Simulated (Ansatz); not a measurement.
Ansatz (a program for electronic structure) input (B3LYP/6-31G*):

Ansatz 0.2 input:
```yaml
crystal:
  periodic: [false, false, false]
  atoms:
    - {symbol: C, position_ang: [1.28839399, 0.02150561, 0.11637735]}
    - {symbol: C, position_ang: [-0.04544602, 0.34746377, -0.12343374]}
    - {symbol: H, position_ang: [1.58916308, -0.96233751, 0.48240846]}
    - {symbol: H, position_ang: [2.08567653, 0.74417670, -0.05469042]}
    - {symbol: H, position_ang: [-0.18054107, 1.38035136, -0.49035883]}
    - {symbol: C, position_ang: [-1.24529960, -0.35098959, 0.00066921]}
    - {symbol: H, position_ang: [-1.28221474, -1.38447792, 0.35127904]}
    - {symbol: H, position_ang: [-2.19797396, 0.11440867, -0.25031520]}
basis:
  gaussian:
    orbitals: 6-31G*
hamiltonian:
  xc: {name: B3LYP}
total_charge: -1
phonons: {temperatures: {t_min: 298.15, t_max: 298.15, t_step: 100}}
```

Output:

```
WARN ansatz: RAYON_NUM_THREADS=1 ignored (pool sized by the plan → 1); use --threads N
Functional definition: B3LYP
integrals: 0.01 GiB planned
663 factors; integrals over basis functions are off by at most 4.8e-4 eV
mean field: 0.14 GiB planned
mean field evaluation 1: about -3187.9354 eV, gradient 3.1e1 eV
mean field evaluation 2: about -3187.3706 eV, gradient 3.4e1 eV
mean field evaluation 4: about -3190.3156 eV, gradient 9.1e-1 eV
mean field evaluation 8: about -3190.3127 eV, gradient 2.7e-3 eV
mean field -3190.31266492 eV, -117.2418279641 hartree, gradient 2.1e-5 eV, S^2 0.000000; 0 other end points of the search recorded, 0 dependent functions left out
the calculation of the forces begins
reference -3190.31286333 eV, -117.2418352557 hartree; 12, 12 occupied and 43, 43 virtual orbitals, 663 factors
these checks for a lower state are left out or cut short: stability, starts, cluster_reference, orbital_swaps, neighbouring_geometries, increment
integrals: 0.01 GiB planned
663 factors; integrals over basis functions are off by at most 4.8e-4 eV
mean field: 0.14 GiB planned
mean field evaluation 16: about -3190.3125 eV, gradient 4.7e-5 eV
mean field -3190.31248358 eV, -117.2418213002 hartree, gradient 1.3e-6 eV, S^2 0.000000; 0 other end points of the search recorded, 0 dependent functions left out
the calculation of the forces begins
reference -3190.31268201 eV, -117.2418285922 hartree; 12, 12 occupied and 43, 43 virtual orbitals, 663 factors
these checks for a lower state are left out or cut short: stability, starts, cluster_reference, orbital_swaps, neighbouring_geometries, increment
integrals: 0.01 GiB planned
663 factors; integrals over basis functions are off by at most 4.8e-4 eV
mean field: 0.14 GiB planned
mean field -3190.31247955 eV, -117.2418211520 hartree, gradient 1.2e-6 eV, S^2 0.000000; 0 other end points of the search recorded, 0 dependent functions left out
the calculation of the forces begins
reference -3190.31267795 eV, -117.2418284432 hartree; 12, 12 occupied and 43, 43 virtual orbitals, 663 factors
these checks for a lower state are left out or cut short: stability, starts, cluster_reference, orbital_swaps, neighbouring_geometries, increment
integrals: 0.01 GiB planned
663 factors; integrals over basis functions are off by at most 4.8e-4 eV
mean field: 0.14 GiB planned
mean field evaluation 32: about -3190.3126 eV, gradient 8.1e-7 eV
mean field -3190.31255786 eV, -117.2418240297 hartree, gradient 8.4e-7 eV, S^2 0.000000; 0 other end points of the search recorded, 0 dependent functions left out
the calculation of the forces begins
reference -3190.31275622 eV, -117.2418313195 hartree; 12, 12 occupied and 43, 43 virtual orbitals, 663 factors
these checks for a lower state are left out or cut short: stability, starts, cluster_reference, orbital_swaps, neighbouring_geometries, increment
integrals: 0.01 GiB planned
663 factors; integrals over basis functions are off by at most 4.8e-4 eV
mean field: 0.14 GiB planned
mean field -3190.31256003 eV, -117.2418241095 hartree, gradient 2.2e-6 eV, S^2 0.000000; 0 other end points of the search recorded, 0 dependent functions left out
the calculation of the forces begins
reference -3190.31275849 eV, -117.2418314029 hartree; 12, 12 occupied and 43, 43 virtual orbitals, 663 factors
these checks for a lower state are left out or cut short: stability, starts, cluster_reference, orbital_swaps, neighbouring_geometries, increment
integrals: 0.01 GiB planned
663 factors; integrals over basis functions are off by at most 4.9e-4 eV
mean field: 0.14 GiB planned
mean field -3190.31251033 eV, -117.2418222833 hartree, gradient 1.1e-6 eV, S^2 0.000000; 0 other end points of the search recorded, 0 dependent functions left out
the calculation of the forces begins
reference -3190.31270878 eV, -117.2418295759 hartree; 12, 12 occupied and 43, 43 virtual orbitals, 663 factors
these checks for a lower state are left out or cut short: stability, starts, cluster_reference, orbital_swaps, neighbouring_geometries, increment
integrals: 0.01 GiB planned
663 factors; integrals over basis functions are off by at most 4.8e-4 eV
mean field: 0.14 GiB planned
mean field -3190.31251446 eV, -117.2418224348 hartree, gradient 9.6e-7 eV, S^2 0.000000; 0 other end points of the search recorded, 0 dependent functions left out
the calculation of the forces begins
reference -3190.31271285 eV, -117.2418297255 hartree; 12, 12 occupied and 43, 43 virtual orbitals, 663 factors
these checks for a lower state are left out or cut short: stability, starts, cluster_reference, orbital_swaps, neighbouring_geometries, increment
integrals: 0.01 GiB planned
663 factors; integrals over basis functions are off by at most 4.8e-4 eV
mean field: 0.14 GiB planned
mean field -3190.31256315 eV, -117.2418242242 hartree, gradient 1.8e-6 eV, S^2 0.000000; 0 other end points of the search recorded, 0 dependent functions left out
the calculation of the forces begins
reference -3190.31276153 eV, -117.2418315146 hartree; 12, 12 occupied and 43, 43 virtual orbitals, 663 factors
these checks for a lower state are left out or cut short: stability, starts, cluster_reference, orbital_swaps, neighbouring_geometries, increment
integrals: 0.01 GiB planned
663 factors; integrals over basis functions are off by at most 4.8e-4 eV
mean field: 0.14 GiB planned
mean field evaluation 64: about -3190.3126 eV, gradient 2.1e-6 eV
mean field -3190.31257149 eV, -117.2418245307 hartree, gradient 2.1e-6 eV, S^2 0.000000; 0 other end points of the search recorded, 0 dependent functions left out
the calculation of the forces begins
reference -3190.31276994 eV, -117.2418318235 hartree; 12, 12 occupied and 43, 43 virtual orbitals, 663 factors
these checks for a lower state are left out or cut short: stability, starts, cluster_reference, orbital_swaps, neighbouring_geometries, increment
integrals: 0.01 GiB planned
663 factors; integrals over basis functions are off by at most 4.8e-4 eV
mean field: 0.14 GiB planned
mean field -3190.31265362 eV, -117.2418275491 hartree, gradient 1.5e-6 eV, S^2 0.000000; 0 other end points of the search recorded, 0 dependent functions left out
the calculation of the forces begins
reference -3190.31285205 eV, -117.2418348410 hartree; 12, 12 occupied and 43, 43 virtual orbitals, 663 factors
these checks for a lower state are left out or cut short: stability, starts, cluster_reference, orbital_swaps, neighbouring_geometries, increment
integrals: 0.01 GiB planned
663 factors; integrals over basis functions are off by at most 4.8e-4 eV
mean field: 0.14 GiB planned
mean field -3190.31265142 eV, -117.2418274681 hartree, gradient 2.7e-6 eV, S^2 0.000000; 0 other end points of the search recorded, 0 dependent functions left out
the calculation of the forces begins
reference -3190.31284983 eV, -117.2418347594 hartree; 12, 12 occupied and 43, 43 virtual orbitals, 663 factors
these checks for a lower state are left out or cut short: stability, starts, cluster_reference, orbital_swaps, neighbouring_geometries, increment
integrals: 0.01 GiB planned
663 factors; integrals over basis functions are off by at most 4.8e-4 eV
mean field: 0.14 GiB planned
mean field -3190.31260751 eV, -117.2418258543 hartree, gradient 1.3e-6 eV, S^2 0.000000; 0 other end points of the search recorded, 0 dependent functions left out
the calculation of the forces begins
reference -3190.31280596 eV, -117.2418331474 hartree; 12, 12 occupied and 43, 43 virtual orbitals, 663 factors
these checks for a lower state are left out or cut short: stability, starts, cluster_reference, orbital_swaps, neighbouring_geometries, increment
integrals: 0.01 GiB planned
663 factors; integrals over basis functions are off by at most 4.8e-4 eV
mean field: 0.14 GiB planned
mean field -3190.31260675 eV, -117.2418258264 hartree, gradient 1.8e-6 eV, S^2 0.000000; 0 other end points of the search recorded, 0 dependent functions left out
the calculation of the forces begins
reference -3190.31280512 eV, -117.2418331165 hartree; 12, 12 occupied and 43, 43 virtual orbitals, 663 factors
these checks for a lower state are left out or cut short: stability, starts, cluster_reference, orbital_swaps, neighbouring_geometries, increment
integrals: 0.01 GiB planned
663 factors; integrals over basis functions are off by at most 4.8e-4 eV
mean field: 0.14 GiB planned
mean field evaluation 96: about -3190.3126 eV, gradient 1.7e-6 eV
mean field -3190.31263166 eV, -117.2418267420 hartree, gradient 1.7e-6 eV, S^2 0.000000; 0 other end points of the search recorded, 0 dependent functions left out
the calculation of the forces begins
reference -3190.31283011 eV, -117.2418340348 hartree; 12, 12 occupied and 43, 43 virtual orbitals, 663 factors
these checks for a lower state are left out or cut short: stability, starts, cluster_reference, orbital_swaps, neighbouring_geometries, increment
integrals: 0.01 GiB planned
663 factors; integrals over basis functions are off by at most 4.8e-4 eV
mean field: 0.14 GiB planned
mean field -3190.31263274 eV, -117.2418267817 hartree, gradient 1.5e-6 eV, S^2 0.000000; 0 other end points of the search recorded, 0 dependent functions left out
the calculation of the forces begins
reference -3190.31283113 eV, -117.2418340722 hartree; 12, 12 occupied and 43, 43 virtual orbitals, 663 factors
these checks for a lower state are left out or cut short: stability, starts, cluster_reference, orbital_swaps, neighbouring_geometries, increment
integrals: 0.01 GiB planned
663 factors; integrals over basis functions are off by at most 4.8e-4 eV
mean field: 0.14 GiB planned
mean field -3190.31262411 eV, -117.2418264646 hartree, gradient 1.2e-6 eV, S^2 0.000000; 0 other end points of the search recorded, 0 dependent functions left out
the calculation of the forces begins
reference -3190.31282253 eV, -117.2418337562 hartree; 12, 12 occupied and 43, 43 virtual orbitals, 663 factors
these checks for a lower state are left out or cut short: stability, starts, cluster_reference, orbital_swaps, neighbouring_geometries, increment
integrals: 0.01 GiB planned
663 factors; integrals over basis functions are off by at most 4.9e-4 eV
mean field: 0.14 GiB planned
mean field -3190.31262439 eV, -117.2418264749 hartree, gradient 1.2e-6 eV, S^2 0.000000; 0 other end points of the search recorded, 0 dependent functions left out
the calculation of the forces begins
reference -3190.31282281 eV, -117.2418337666 hartree; 12, 12 occupied and 43, 43 virtual orbitals, 663 factors
WARN: phonons: modes at or below zero, which the zero-point energy, F, S and C_V leave out: 1, the lowest at -168.51 cm⁻¹ …
Total energy: -3190.31286333 eV, -117.2418352557 hartree
Atom 0 at     1.288394     0.021506     0.116377 Å, force    -0.000724     0.000588    -0.000271 eV/Å
Atom 1 at    -0.045446     0.347464    -0.123434 Å, force    -0.000157     0.001203    -0.000427 eV/Å
Atom 2 at     1.589163    -0.962338     0.482408 Å, force     0.000638    -0.001389     0.000537 eV/Å
Atom 3 at     2.085677     0.744177    -0.054690 Å, force    -0.000302     0.000096    -0.000062 eV/Å
Atom 4 at    -0.180541     1.380351    -0.490359 Å, force    -0.000009     0.000068    -0.000024 eV/Å
Atom 5 at    -1.245300    -0.350990     0.000669 Å, force     0.000545     0.000775    -0.000213 eV/Å
Atom 6 at    -1.282215    -1.384478     0.351279 Å, force    -0.000257    -0.001520     0.000496 eV/Å
Atom 7 at    -2.197974     0.114409    -0.250315 Å, force     0.000266     0.000179    -0.000036 eV/Å
Dipole moment:    -0.016621     0.127078    -0.045144 e Å
Vibrations: -168.51 242.62 425.88 537.02 685.73 931.69 1001.71 1027.48 1235.81 1298.13 1443.75 1512.68 1630.62 2965.34 3088.20 3098.69 3151.95 3157.86 cm⁻¹, zero-point energy 1.700762 eV
```

The blocks after the first are displaced geometries, from whose forces the wavenumbers follow.

The dipole moment of an ion depends on the origin.
